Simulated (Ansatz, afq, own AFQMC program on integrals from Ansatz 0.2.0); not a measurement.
AFQMC on a folder of integrals that Ansatz 0.2.0 wrote.

```yaml
crystal:
  periodic: [false, false, false]
  atoms:
    - {symbol: Hf, position_ang: [0.000000, 0.000000, 0.000000]}
    - {symbol: C, position_ang: [0.000000, 0.000000, 1.865000]}
basis:
  gaussian: {orbitals: def2-SVP}
total_charge: 1
magnetization: {spin_polarized: false, initial_magnetization: 1}
correlation: {method: ccsd_t, electrons: outside_noble_gas, hamiltonian_folder: ham}
```

```sh
$ ansatz run in.yaml --threads 1 --pin off --events-out ev --progress --plain --max-ram 24576MiB --backend cuda --devices 0, --max-vram 18GiB
```

Options of the walk:

```
--method phaseless --trial cisd --walkers 4000 --populations 20 --least-time 60 --time-step 0.005 --steps-per-block 50 --equilibration-blocks 40 --max-blocks 4000 --target-error 0.00016 --factor-cut 1e-05 --start spin_pure --seed 7973 --release-times 0.24,0.6,1.2,2,3,4.2 --release-step 0.04 --release-every 3 --taylor-order 6
```

Times are imaginary, in 1/Eh. The walk had a cap of 176 s. With eight or more populations the least sampling time is a fifth of least-time, and the error comes from their spread. Core potentials past Kr, no spin–orbit coupling.

Output of the walk:

```
orbitals 41  electrons 4 3  factors 345 of 468
reference energy -84.80192522 Eh
CCSD correlation -0.20278653 Eh in 18 cycles, weight of the determinant in the CISD state 0.8438
energy of the start -85.004719 Eh
 block  time / (1/Eh)  mean weight  energy / Eh
     1     0.250  1.0000  -85.003244
     2     0.500  1.0001  -85.005304
     3     0.750  0.9999  -85.008257
     4     1.000  1.0001  -85.010420
     5     1.250  0.9998  -85.011922
     7     1.750  0.9999  -85.014329
     9     2.250  1.0000  -85.015871
    13     3.250  0.9998  -85.018956
    21     5.250  0.9998  -85.016460
    29     7.250  1.0002  -85.020208
    37     9.250  1.0000  -85.020585
    45    11.250  1.0000  -85.020272
    53    13.250  1.0002  -85.017431
    61    15.250  1.0002  -85.022028
    69    17.250  0.9998  -85.016237
    77    19.250  0.9998  -85.015167
    85    21.250  1.0002  -85.017654
    93    23.250  1.0001  -85.018445
   101    25.250  0.9999  -85.018654
   105    26.250  0.9998  -85.014678
   109    27.250  1.0000  -85.015618
   117    29.250  1.0004  -85.017226
   125    31.250  0.9997  -85.015153
   133    33.250  1.0002  -85.020319
   141    35.250  0.9999  -85.015394
   149    37.250  0.9998  -85.017129
   157    39.250  0.9995  -85.018334
   161    40.250  0.9997  -85.017850
error from the spread of 20 populations
released: time / (1/Eh)  energy / Eh  error  mean overlap
  0.24  -85.018570  0.000202  1.0008
  0.60  -85.015819  0.003754  0.9996
  1.20  -85.020062  0.000214  0.9997
  2.00  -85.020903  0.000197  0.9977
  3.00  -85.020637  0.000274  1.0036
  4.20  -85.021041  0.000401  1.0003
energy -85.017752 +/- 0.000180 Eh
(rows thinned)
```

The time cap ended the run before it passed its tests. The second half of the sampling lies above the first by 3.3 errors of their difference, so the energy may still be moving and its error bar be too small.

Against this walk (error 4.9 meV) on the same determinant: CCSD(T) 24.3 meV lower, CCSDT(Q) 95.3 meV lower. The error is statistical and leaves out the bias of the constraint. None of these is a sure reference here. The released energies have errors that jump between times, so the bars are unsure (meV from the phaseless value at times in 1/Eh: 53 ± 102 at 0.60, -63 ± 6 at 1.20, -86 ± 5 at 2.00, -79 ± 7 at 3.00, -89 ± 11 at 4.20), so they give no level; they do show a bias of the constraint, and the last of them that isn't too noisy lies 17 meV above CCSDT(Q).

Cautions: constraint bias not in the error; halves of the run differ; error above the target (4.9 against 4.4 meV); no spin-orbit coupling; outer-core shells of the metal frozen; higher spins were not checked; a spin-contaminated unrestricted determinant lies lower (UHF 1.23 eV lower, ⟨S²⟩ 2.20); strong correlation (T1 0.051, weight of the determinant 0.84, largest double 0.10); (T) is large, 7 % of the CCSD correlation.

The walk took 3 min on 1 × NVIDIA H100 80GB HBM3 with 2 threads of AMD EPYC 7R13 Processor (Zen 3) (shared host) (the card was shared). The log's last line is the phaseless energy.

CCSDT and higher add their correlation energy to the determinant of the CCSD(T) run, since their own runs factorise the integrals more tightly (a shift of under 2 meV). A walk keeps the symmetry of its determinant, which the program's search chose and which needn't be the lowest solution, so a lower state of the same spin and another symmetry isn't excluded.
